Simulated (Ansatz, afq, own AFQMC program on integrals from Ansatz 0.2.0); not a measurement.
AFQMC on a folder of integrals that Ansatz 0.2.0 wrote.

```yaml
crystal:
  periodic: [false, false, false]
  atoms:
    - {symbol: Si, position_ang: [-0.070997, 0.362143, -0.187045]}
    - {symbol: H, position_ang: [-1.141643, 0.023994, -1.172529]}
    - {symbol: H, position_ang: [1.098490, 1.009811, -0.854098]}
    - {symbol: H, position_ang: [-0.602330, 1.208692, 0.923292]}
basis:
  gaussian: {orbitals: def2-TZVP}
magnetization: {spin_polarized: true, initial_magnetization: 1}
correlation: {method: ccsd_t, electrons: outside_noble_gas, hamiltonian_folder: ham}
```

```sh
$ ansatz run in.yaml --threads 1 --pin off --events-out ev --progress --plain --max-ram 24576MiB --backend cuda --devices 0, --max-vram 18GiB
```

afq runs on the folder ham with

```
--method phaseless --trial cisd --walkers 4000 --populations 20 --least-time 60 --time-step 0.005 --steps-per-block 50 --equilibration-blocks 28 --max-blocks 4000 --target-error 0.00016 --factor-cut 1e-05 --start spin_pure --seed 3113 --release-times 0.24,0.51,0.99,1.62,2.4 --release-step 0.03 --release-every 3 --taylor-order 6
```

Times are imaginary, in 1/Eh. The walk had a cap of 155 s. With eight or more populations the least sampling time is a fifth of least-time, and the error comes from their spread.

afq prints:

```
orbitals 50  electrons 4 3  factors 353 of 364
reference energy -290.63650473 Eh
CCSD correlation -0.13473088 Eh in 11 cycles, weight of the determinant in the CISD state 0.9227
energy of the start -290.771186 Eh
 block  time / (1/Eh)  mean weight  energy / Eh
     1     0.250  0.9999  -290.770428
     2     0.500  0.9998  -290.771062
     3     0.750  1.0001  -290.771935
     4     1.000  1.0000  -290.772720
     5     1.250  0.9999  -290.773297
     8     2.000  0.9999  -290.774319
    11     2.750  1.0001  -290.774779
    14     3.500  1.0002  -290.774923
    17     4.250  1.0000  -290.775331
    20     5.000  1.0001  -290.775140
    22     5.500  0.9999  -290.774813
    23     5.750  1.0002  -290.775041
    26     6.500  1.0002  -290.774995
    29     7.250  1.0000  -290.775329
    32     8.000  1.0000  -290.775124
    35     8.750  0.9999  -290.775039
    38     9.500  1.0000  -290.774999
    41    10.250  0.9999  -290.775260
    44    11.000  1.0000  -290.775159
    47    11.750  1.0000  -290.775068
    50    12.500  0.9998  -290.774857
    53    13.250  0.9999  -290.775148
    56    14.000  1.0001  -290.774990
    59    14.750  0.9998  -290.775314
    62    15.500  1.0000  -290.775235
    65    16.250  1.0001  -290.775291
    68    17.000  1.0000  -290.775348
    71    17.750  0.9998  -290.775577
    74    18.500  1.0000  -290.775278
    77    19.250  0.9998  -290.775281
    78    19.500  0.9999  -290.775211
error from the spread of 20 populations
released: time / (1/Eh)  energy / Eh  error  mean overlap
  0.24  -290.775215  0.000046  1.0007
  0.51  -290.775227  0.000040  1.0009
  0.99  -290.775246  0.000039  1.0020
  1.62  -290.775302  0.000044  1.0044
  2.40  -290.775370  0.000044  1.0009
energy -290.775196 +/- 0.000045 Eh
(rows thinned)
```

The run passed its tests (sampling time, drift between the halves within three errors, error under three times the target), which doesn't prove that it has relaxed. The second half of the sampling lies below the first by 1.6 errors of their difference, so the energy may still be moving and its error bar be too small.

Against this walk (error 1.2 meV) on the same determinant: CCSD(T) 19.9 meV higher, CCSDT(Q) 3.5 meV lower. The error is statistical and leaves out the bias of the constraint. Released to 2.40 1/Eh the energy lies 4.8 ± 1.7 meV (both errors) below the phaseless value, which shows part or all of the bias of the constraint, and CCSDT(Q) lies 1.2 meV above the released value.

Cautions: constraint bias not in the error.

The walk took 55 s on 1 × NVIDIA H100 80GB HBM3 with 2 threads of AMD EPYC 7R13 Processor (Zen 3), on a shared host (the card was shared). The log's last line is the phaseless energy.

CCSDT and higher add their correlation energy to the determinant of the CCSD(T) run, since their own runs factorise the integrals more tightly (a shift of under 2 meV).
